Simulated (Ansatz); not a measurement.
**C3H2F2O: a ladder of functionals and wavefunction methods**

One table from this session's results is given with a row withheld; the runs are named, their logs left out.

Method: functionals in def2-TZVPP, the program's frozen cores in correlated methods; program: Ansatz 0.2.0, Gaussian basis.

Levels to be run: PBE-D4, r2SCAN-D4, PBE0-D4, B3LYP-D4, ωB97X-V, ωB97M-V, B2PLYP; CCSD(T)/def2-TZVPP; MP2/def2-QZVPP; extrapolation to the limit.

## The geometry

The geometry comes from an earlier relaxation with PBE0-D4 in a triple-zeta def2 set; it is a stationary point, not always the lowest conformer.

SMILES `O=C/C(F)=C/F`, 8 atoms, charge 0, spin multiplicity 1.

Atoms are counted from 1 here; the program's logs count them from 0.

Bond lengths: O1–C2 1.203 Å, C2–C3 1.469 Å, C2–H7 1.109 Å, C3–F4 1.333 Å, C3–C5 1.330 Å, C5–F6 1.317 Å, C5–H8 1.082 Å. Angles: O1–C2–C3 124.3°, O1–C2–H7 122.4°, C3–C2–H7 113.4°, C2–C3–F4 115.5°, C2–C3–C5 122.7°, F4–C3–C5 121.8°, C3–C5–F6 122.5°, C3–C5–H8 121.7°, F6–C5–H8 115.9°.

The first run:

Contents of in.yaml:

```yaml
crystal:
  periodic: [false, false, false]
  atoms:
    - {symbol: O, position_ang: [0.397594, -1.475867, 1.291417]}
    - {symbol: C, position_ang: [0.942321, -0.675788, 0.576425]}
    - {symbol: C, position_ang: [0.233875, 0.290855, -0.273602]}
    - {symbol: F, position_ang: [1.011177, 1.097009, -0.996666]}
    - {symbol: C, position_ang: [-1.093037, 0.365393, -0.325887]}
    - {symbol: F, position_ang: [-1.723157, 1.233983, -1.089788]}
    - {symbol: H, position_ang: [2.045974, -0.602667, 0.500435]}
    - {symbol: H, position_ang: [-1.722448, -0.289917, 0.261963]}
basis:
  gaussian: {orbitals: def2-TZVPP}
hamiltonian: {xc: pbe, dispersion: d4}
output: {forces: true, orbitals: {seedname: orbitals}}
```

Started as:

```console
$ ansatz run in.yaml --threads 4 --pin off --events-out ev --progress --plain --max-ram 10444MiB
```

Among the steps run: PBE-D4 (GGA); r2SCAN-D4 (meta-GGA); PBE0-D4 (hybrid); B3LYP-D4 (hybrid); ωB97X-V (range-separated); ωB97M-V (range-separated); B2PLYP (double hybrid); CCSD(T) in def2-TZVPP; MP2 in def2-QZVPP.

One of the session's tables, all rows but one given; the rest of the session is left out.

It belongs to the step «Atomisation energies». 

```
            method  atomisation energy (kcal/mol)
            PBE-D4                          884.4
         r2SCAN-D4                          845.9
           PBE0-D4                          847.6
          B3LYP-D4                          837.7
           ωB97X-V                          838.9
           ωB97M-V                          840.8
            B2PLYP                          830.9
     HF/def2-TZVPP                          566.2
    MP2/def2-TZVPP                          845.8
   CCSD/def2-TZVPP                          790.5
CCSD(T)/def2-TZVPP                              ?
           MP2/CBS                          869.6
       CCSD(T)/CBS                          834.8
```

**Question.** Estimate the row for CCSD(T)/def2-TZVPP.

**Answer.** atomisation energy (kcal/mol): 811.0. In the column «atomisation energy (kcal/mol)» it lies between CCSD/def2-TZVPP (790.5) and B2PLYP (830.9).

Limits of these values: Free atoms (1 O, 3 C, 2 F, 2 H) were run apart at each level; the atomisation energy is their sum less the molecule, without zero-point or spin-orbit terms.
